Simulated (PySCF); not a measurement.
Cost against result

Saddle point of Si2H8S, singlet (Si₂H₆ ([SiH3][SiH3]) + H₂S → SiH₄S ([SiH3][SH]) + SiH₄; bonds formed: Si1–S7, Si2–H6; bonds broken: Si1–Si2, H6–S7), PBE0-D4/def2-TZVP structure:

```xyz
11
angstrom
Si -1.0290 -0.5080 0.2514
Si 0.5718 0.9485 -1.0141
H -0.6627 -1.5638 -0.7686
H -2.5282 -0.6640 0.1800
H -0.9827 0.5837 1.2922
H 0.8409 -0.4112 0.3118
S 0.6741 -1.6176 1.4012
H -0.5426 1.6225 -1.7504
H 1.4617 0.3215 -2.0285
H 1.2907 2.0048 -0.2497
H 0.9059 -0.7163 2.3746
```

Barriers are electronic and count from the start structure reached by relaxing down the imaginary mode.

PySCF 2.14 with density fitting (its default auxiliary sets; JK sets also for MP2 and CCSD(T)); basis: as named in each row; cores frozen in the correlated methods. B3LYP uses VWN-RPA correlation. Extrapolation: Hartree–Fock as exp(−7.88 √X), correlation as X^−2.97.

Times are rough, for one single point on 4 threads of a shared host (Arm Neoverse V2).

The estimate by CCSD(T) at an estimated basis limit (MP2 extrapolated from triple and quadruple zeta, plus CCSD(T) − MP2 in triple zeta) is 2.714 eV.

```
   method       basis  time (s)  barrier (eV)  method less estimate
       HF      STO-3G   under 1         5.740                 3.026
 B3LYP-D4       6-31G         4         3.336                 0.621
  PBE0-D4    def2-SVP         4         2.581                -0.133
   PBE-D4    def2-SVP         5         2.298                -0.416
      MP2  def2-QZVPP         8         2.622                -0.092
    SPW92  def2-TZVPP        10         1.874                -0.840
  PBE0-D4  def2-TZVPP        13         2.414                -0.301
   PBE-D4  def2-TZVPP        14         2.146                -0.568
 B3LYP-D4  def2-TZVPP        14         2.652                -0.063
 BHLYP-D4  def2-TZVPP        14         2.986                 0.272
  CCSD(T)    def2-SVP        30         3.127                 0.413
r2SCAN-D4  def2-TZVPP        35         2.344                -0.370
  wB97M-V  def2-TZVPP       230         2.711                -0.003
  CCSD(T)  def2-TZVPP       650         2.808                 0.093
```

All methods are single points on the PBE0-D4 structures.

T1 diagnostic: at most 0.014.

Labels in which every atom is bracketed show which atoms are joined, not bond orders.
